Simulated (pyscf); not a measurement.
`[GeH3][GeH3]` + `[FH]` → `[F][GeH2][GeH3]` + `[H][H]`, a four-centre exchange (singlet surface; Ge–H, F–H broken, F–Ge, H–H formed). Optimised with ωB97X-D3(BJ)/def2-SVP in PySCF. Energies in kJ/mol from the separated reactants.

Small-basis levels: PySCF, no dispersion term, spherical d functions. AM1 to PM7: differences of heats of formation from MOPAC, which are fitted to 298 K values and so differ in kind from electronic energies by zero-point and thermal terms. GFN2-xTB: tblite. Cost: rough CPU time at the saddle relative to B3LYP/6-31G*+LANL2DZ, from one job on a shared machine.

```
level                    barrier  reaction energy        cost
-----------------------  -------  ---------------  ----------
HF/6-31G*+LANL2DZ          241.1            -52.7         0.1
MP2/6-31G*+LANL2DZ         170.7            -89.2         0.2
SVWN5/6-31G*+LANL2DZ        82.2            -60.9           1
PBE/6-31G*+LANL2DZ         118.6            -66.7           2
B3LYP/STO-3G               207.0            -66.5           1
B3LYP/LANL2DZ              148.9            -55.1         1.0
B3LYP/6-31G*+LANL2DZ       147.1            -73.6           1
M06-2X/6-31G*+LANL2DZ      158.8            -67.7           2
B3LYP/6-311+G**+LANL2DZ    170.9            -14.8           2
B3LYP/def2-SVP             135.9            -46.4           3
GFN2-xTB                    94.1           -101.3  under 0.02
AM1                        329.2            -51.4  under 0.02
ωB97M-D3(BJ)/def2-TZVP     156.6            -33.5           –
```

Against the last row the barrier runs from -74.4 (SVWN5/6-31G*+LANL2DZ) to +172.6 kJ/mol (AM1). ωB97M-D3(BJ)/def2-TZVP has limits of its own. At the saddle there is also a short Ge–H contact that neither side keeps. This is the saddle that the search found; another between the same sides may lie lower. In the def2 sets elements up to Kr have no core potential.
